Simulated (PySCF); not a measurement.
Geometries of 2 isomers of C2H6OP2, from PBE0-D3(BJ)/def2-SVP geometry optimisation, gas phase in PySCF 2.14.0. One conformer each, no zero-point energy, no frequencies.

Problem. Which is lower in electronic energy at this level?
A.
```xyz
11
angstrom
O      0.824   -1.801   -1.118
P      0.406   -0.560   -0.395
P      1.896    0.915    0.256
C     -0.994   -0.411    0.725
C     -1.139    0.331   -0.628
H      2.774   -0.098    0.749
H      2.520    0.948   -1.028
H     -0.917    0.190    1.637
H     -1.610   -1.309    0.841
H     -1.836   -0.121   -1.342
H     -1.163    1.425   -0.621
```
B.
```xyz
11
angstrom
C     -1.253    0.466   -0.388
O     -0.294   -0.522   -0.644
C      0.307   -1.030    0.493
P      1.733   -0.063    1.296
P      2.369    1.251   -0.106
H     -1.656    0.796   -1.355
H     -2.083    0.070    0.227
H     -0.821    1.340    0.133
H     -0.428   -1.201    1.306
H      0.742   -2.013    0.243
H      1.424    0.880   -1.125
```

Solution. A. That is `O=P1(P)CC1`, 10.0 kcal/mol below the other.

```
     SMILES               atoms numbered as above      E (Eh)  relative (kcal/mol)  relative (kJ/mol)  dipole (D)
 O=P1(P)CC1  [O:1]=[P:2]1([PH2:3])[CH2:4][CH2:5]1  -836.96664                  0.0                0.0        2.99
[H]/P=P\COC   [H]/[P:5]=[P:4]\[CH2:3][O:2][CH3:1]  -836.95065                 10.0               42.0        2.31
```

As drawn, the lower has a three-membered ring and a P=O bond, which the higher lacks.
